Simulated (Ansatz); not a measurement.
# Si2H4 (triplet): wave-function methods side by side at distance Si1–H5 along a hydrogen transfer = 1.606 Å, cc-pVDZ

One table from this session's results is given with a row withheld; the runs are named, their logs left out.

Program: Ansatz 0.2.0, Gaussian basis. Level of theory: cc-pVDZ, core rule «outside noble gas», up to 10 orbitals frozen. These are calculated values, not measurements.

To be run: UHF; CCSD(T) on ROHF; CCSD(T) on UHF; BCCD(T) on ROHF; CISD; CCSDT(Q) on ROHF; CCSDT(Q) on UHF; CASSCF and MRCISD+Q, 4 electrons in 4 orbitals; CASSCF and NEVPT2, 4 electrons in 4 orbitals.

10 further runs of the same task are left out: 10 that didn't finish.

## What is computed

The geometry derives from fragments relaxed apart (PBE0/def2-TZVP) and kept rigid, so it is no stationary point. A hydrogen atom is moved between rigid fragments.

6 atoms, charge 0, spin multiplicity 3.

Atoms are counted from 1 here; the program's logs count them from 0.

Bond lengths: Si1–H2 1.485 Å, Si1–H3 1.485 Å, Si1–H4 1.485 Å, Si1–H5 1.606 Å. Angles: H2–Si1–H3 109.5°, H2–Si1–H4 109.5°, H2–Si1–H5 109.5°, H3–Si1–H4 109.5°, H3–Si1–H5 109.5°, H4–Si1–H5 109.5°.

The first run:

The input, in.yaml:

```yaml
crystal:
  periodic: [false, false, false]
  atoms:
    - {symbol: Si, position_ang: [-1.762194, 0.000000, 0.000000]}
    - {symbol: H, position_ang: [-2.257066, 1.399708, 0.000000]}
    - {symbol: H, position_ang: [-2.257065, -0.699854, 1.212183]}
    - {symbol: H, position_ang: [-2.257066, -0.699854, -1.212182]}
    - {symbol: H, position_ang: [-0.156194, 0.000000, 0.000000]}
    - {symbol: Si, position_ang: [2.010806, 0.000000, 0.000000]}
basis:
  gaussian: {orbitals: cc-pVDZ}
magnetization: {spin_polarized: true, initial_magnetization: 2}
hamiltonian: {xc: hf}
output: {orbitals: {seedname: orbitals}}
```

Started as:

```
$ ansatz run in.yaml --threads 1 --pin off --events-out ev --progress --plain --max-ram 2393MiB
```

Among the steps run: UHF; CCSD(T) on ROHF; CCSD(T) on UHF; BCCD(T) on ROHF; CISD; CCSDT(Q) on ROHF; CCSDT(Q) on UHF; CASSCF and MRCISD+Q, 4 electrons in 4 orbitals; CASSCF and NEVPT2, 4 electrons in 4 orbitals.

One table of the session follows, with a row left open; its other results are not shown here.

It belongs to the step «Misses and costs». 

```
       method  from UCCSDT(Q) (kJ/mol)
         ROHF                   +590.5
          UHF                   +579.8
         RMP2                   +143.5
         UMP2                   +143.4
         CISD                    +66.3
        RCCSD                    +14.9
        UCCSD                    +14.5
     RCCSD(T)                     +3.4
     UCCSD(T)                     +3.3
      BCCD(T)                     +3.3
       RCCSDT                     +0.4
       UCCSDT                     +0.4
    RCCSDT(Q)                      0.0
    UCCSDT(Q)                        0
  CASSCF pair                        ?
  MRCISD pair                    +59.2
MRCISD+Q pair                     +0.5
```

Estimate the missing values for CASSCF pair.

The run gave: from UCCSDT(Q) (kJ/mol): +552.2. In the column «from UCCSDT(Q) (kJ/mol)» it lies between RMP2 (+143.5) and UHF (+579.8).

Not comparable, so not listed: CASSCF and NEVPT2, 4 electrons in 4 orbitals (they don't share determinant, frozen orbitals or solution with the rows shown, or repeat one).

To keep in mind: Restricted and unrestricted rows rest on different reference determinants; where their highest levels disagree by more than a few hundredths of an eV, they describe different states and don't form one ladder. Warnings in the runs' records: passed over end.
